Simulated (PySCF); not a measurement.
**Where the electron goes**

Species: CS.
Bonds: C1–S2 (triple).

Computed with TDDFT PBE0/def2-SVPD, vertical, gas phase, core orbitals frozen in the response (PySCF). Geometry: PBE0-D3(BJ)/def2-SVP; no solvent, vibrations or thermal averaging.

Frontier orbitals with the atoms that hold most of them (Löwdin shares over 4%, at most four atoms):

| orbital | ε (eV) | atoms |
| --- | --- | --- |
| HOMO-3 | -14.72 | S2 72%, C1 28% |
| HOMO-2 | -10.24 | S2 65%, C1 35% |
| HOMO-1 | -10.24 | S2 65%, C1 35% |
| HOMO | -8.98 | C1 75%, S2 25% |
| LUMO | -2.42 | C1 56%, S2 44% |
| LUMO+1 | -2.42 | C1 56%, S2 44% |
| LUMO+2 | 0.96 | S2 84%, C1 16% |

Within 0.005 eV of a neighbour in this list lie HOMO-2/HOMO-1 and LUMO/LUMO+1 (point group found: C∞v).

(1) How does S1 compare with the orbital gap of 6.56 eV?

## Answers

(1) S1 is at 4.82 eV (f = 0.0058), 1.73 eV below the gap, made of HOMO→LUMO/LUMO+1 (99%). S1/S2 lie within about 0.01 eV of each other. 

Next come S2 at 4.82 eV (f 0.0058), HOMO→LUMO/LUMO+1 (99%); S3 at 5.47 eV (f 0.0000), HOMO-2/HOMO-1→LUMO/LUMO+1 (100%); S4 at 5.85 eV (f 0.0000), HOMO-2/HOMO-1→LUMO/LUMO+1 (100%); S5 at 5.85 eV (f 0.0000), HOMO-2/HOMO-1→LUMO/LUMO+1 (100%).

Orbitals of the list HOMO-3 to LUMO+2 that lie within 0.01 eV of each other are written together with a slash and their weights summed (≥ marks a lower bound); for degenerate orbitals outside that list single weights are arbitrary.
